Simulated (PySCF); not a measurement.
Molecule: lithium fluoride, FLi.

Geometry (Å), atoms numbered from 1 in this order:
```xyz
2

Li    0.7911   -0.0650   -0.0013
F    -0.7414   -0.0227   -0.0209
```

Geometry PBE0-D3(BJ)/def2-SVP throughout; GIAO in PySCF 2.14.0 with density-fitted response routines, gas phase, one conformer, non-relativistic; equivalent atoms averaged; basis pcSseg-2.

Task: How do the absolute shieldings σ depend on the functional? (ppm; last column core-seconds on shared hosts with different chips, so compare them loosely)

Result: 
| functional | kind | Li1 | F2 | core-s |
| --- | --- | --- | --- | --- |
| HF | Hartree–Fock | 90.4 | 376.5 | 0.1 |
| LDA | LDA | 84.9 | 316.6 | 0.4 |
| PBE | GGA | 86.1 | 316.2 | 0.6 |
| BLYP | GGA | 85.9 | 307.1 | 0.5 |
| BP86 | GGA | 86.7 | 329.1 | 0.5 |
| OPBE | GGA | 86.8 | 326.2 | 0.5 |
| KT2 | GGA | 90.1 | 339.8 | 0.6 |
| KT3 | GGA | 89.2 | 329.0 | 0.6 |
| B97-D | GGA | 86.9 | 330.7 | 0.5 |
| B3LYP | global hybrid | 87.1 | 328.6 | 0.4 |
| PBE0 | global hybrid | 87.5 | 340.7 | 0.4 |
| mPW1PW91 | global hybrid | 87.7 | 342.4 | 0.4 |
| WP04 | global hybrid | 89.2 | 364.4 | 0.6 |
| B97-2 | global hybrid | 87.9 | 345.4 | 0.5 |
| BHandHLYP | global hybrid | 88.5 | 348.9 | 0.5 |
| CAM-B3LYP | range-separated hybrid | 87.3 | 334.1 | 0.57 |
| wB97X-D | range-separated hybrid | 88.6 | 356.9 | 0.7 |
| LC-wPBE | range-separated hybrid | 87.7 | 351.0 | 1.1 |

Task: Which nucleus moves most, in ppm?

Result: F2 (fluorine bonded to Li): from 307.1 ppm with BLYP to 376.5 ppm with HF. The smallest spread is 5.5 ppm, at Li1.
